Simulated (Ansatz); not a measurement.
A run of Ansatz (development build ahead of 0.2.0) on doublet CH₂O(+) at this shape:

```yaml
atoms:
  - { symbol: C, position_ang: [-0.0677, -0.1135, 0.5574] }
  - { symbol: O, position_ang: [0.0625, 0.1341, -0.6483] }
  - { symbol: H, position_ang: [0.1234, 0.6563, 1.2965] }
  - { symbol: H, position_ang: [-0.3750, -1.1009, 0.8825] }
```

Its results:

* Converged: yes
* Total energy: -113.42903 hartree
* Spin squared of the determinant: 0.788
* Stability test: minimum

Forces (eV/Å):
```csv
atom,Fx,Fy,Fz
C1,0.250,0.492,-2.370
O2,-0.272,-0.523,2.534
H3,0.183,0.620,0.062
H4,-0.160,-0.589,-0.225
```

**Question.** Which input gives this output? Name the method, the orbitals and the basis set, and write the input.

**Answer.** UHF in def2-SVP.

```yaml
crystal:
  periodic: [false, false, false]
  atoms:
    - { symbol: C, position_ang: [-0.06771, -0.11346, 0.55743] }
    - { symbol: O, position_ang: [0.06254, 0.1341, -0.6483] }
    - { symbol: H, position_ang: [0.12343, 0.65628, 1.29646] }
    - { symbol: H, position_ang: [-0.37497, -1.10093, 0.88248] }
basis:
  gaussian: { orbitals: def2-SVP }
total_charge: 1
magnetization:
  spin_polarized: true
  initial_magnetization: 1
hamiltonian:
  xc: hf
output:
  forces: true
```
